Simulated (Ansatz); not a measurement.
A made-up structure of C$_{2}$HN, closed shell:

C1  (-0.300, -0.526, 0.918)
C2  (1.041, -0.122, 0.334)
N3  (-0.134, 0.117, -0.226)
H4  (-0.854, -1.185, 1.537)
(Å)

It is relaxed with PBE-D4/def2-SVP and then PBE0-D4/def2-TZVP (Ansatz 0.2.0). Atoms count as bonded within 1.22 times the sum of their covalent radii (H–H: 0.88 Å). The end point is not checked to be a true minimum.

Q: Does its bonding change? (Judge from chemistry; the calculation decides.)

A: Computed: No: no bond forms or breaks.

Where it ends: The first stage lowers the energy by 0.53 eV in 6 steps. It ends as C₂HN (C1=CN=1):
```xyz
4
angstrom
C -0.1836 -0.5972 0.8701
C 1.0324 -0.1250 0.3790
N -0.2140 0.1177 -0.2016
H -0.8816 -1.1119 1.5154
```

For scale, one of the runs: PBE0-D4/def2-TZVP relaxation, 99 basis functions, launched by `ansatz run in.yaml --threads 2 --pin off --events-out ev --progress --plain --max-ram 4352MiB`. The run took about 4.4 s on 2 CPU threads of an Arm Neoverse V2 (shared host).
